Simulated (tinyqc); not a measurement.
Worked calculation: Pariser-Parr-Pople SCF with singles CI, for the molecule C=CC=CC=C (SMILES; centres numbered as the heavy atoms are written). One step of it, computed by the program tinyqc.

Question. Iteration 1: Fock matrix. F_rr = H_rr + P_rr gamma_rr / 2 + sum_(s != r) P_ss gamma_rs; F_rs = H_rs - P_rs gamma_rs / 2; E = tr P (H + F) / 2 + core repulsion sum_(r<s) z_r z_s gamma_rs.

P at the start:
```
           1C         2C         3C         4C         5C         6C
1C   1.000000   0.871119   0.000000  -0.387685   0.000000   0.301417
2C   0.871119   1.000000   0.483435   0.000000  -0.086268   0.000000
3C   0.000000   0.483435   1.000000   0.784851   0.000000  -0.387685
4C  -0.387685   0.000000   0.784851   1.000000   0.483435   0.000000
5C   0.000000  -0.086268   0.000000   0.483435   1.000000   0.871119
6C   0.301417   0.000000  -0.387685   0.000000   0.871119   1.000000
```

core matrix H (eV):
```
            1C          2C          3C          4C          5C          6C
1C  -27.549647   -2.480000    0.000000    0.000000    0.000000    0.000000
2C   -2.480000  -30.946256   -2.480000    0.000000    0.000000    0.000000
3C    0.000000   -2.480000  -32.475188   -2.480000    0.000000    0.000000
4C    0.000000    0.000000   -2.480000  -32.475188   -2.480000    0.000000
5C    0.000000    0.000000    0.000000   -2.480000  -30.946256   -2.480000
6C    0.000000    0.000000    0.000000    0.000000   -2.480000  -27.549647
```

repulsion gamma_rs (eV):
```
           1C         2C         3C         4C         5C         6C
1C  11.130000   5.345851   3.872028   2.881228   2.343688   1.946853
2C   5.345851  11.130000   5.344054   3.872028   2.880636   2.343688
3C   3.872028   5.344054  11.130000   5.345851   3.872028   2.881228
4C   2.881228   3.872028   5.345851  11.130000   5.344054   3.872028
5C   2.343688   2.880636   3.872028   5.344054  11.130000   5.345851
6C   1.946853   2.343688   2.881228   3.872028   5.345851  11.130000
```

Centres (angstrom, eV; a flat drawing with bonds scaled to 1.40 angstrom):
```
centre          x          y  core charge z          W   gamma_rr
1C      -3.045000  -0.196000              1  11.160000  11.130000
2C      -1.799000   0.442000              1  11.160000  11.130000
3C      -0.623000  -0.319000              1  11.160000  11.130000
4C       0.623000   0.319000              1  11.160000  11.130000
5C       1.799000  -0.442000              1  11.160000  11.130000
6C       3.045000   0.196000              1  11.160000  11.130000
```

Give: F; pi energy.

Answer.

F (eV):
```
         1C       2C       3C       4C       5C       6C
1C  -5.5950  -4.8084   0.0000   0.5585   0.0000  -0.2934
2C  -4.8084  -5.5950  -3.7718   0.0000   0.1243   0.0000
3C   0.0000  -3.7718  -5.5950  -4.5778   0.0000   0.5585
4C   0.5585   0.0000  -4.5778  -5.5950  -3.7718   0.0000
5C   0.0000   0.1243   0.0000  -3.7718  -5.5950  -4.8084
6C  -0.2934   0.0000   0.5585   0.0000  -4.8084  -5.5950
```

pi energy = -75.0794 eV
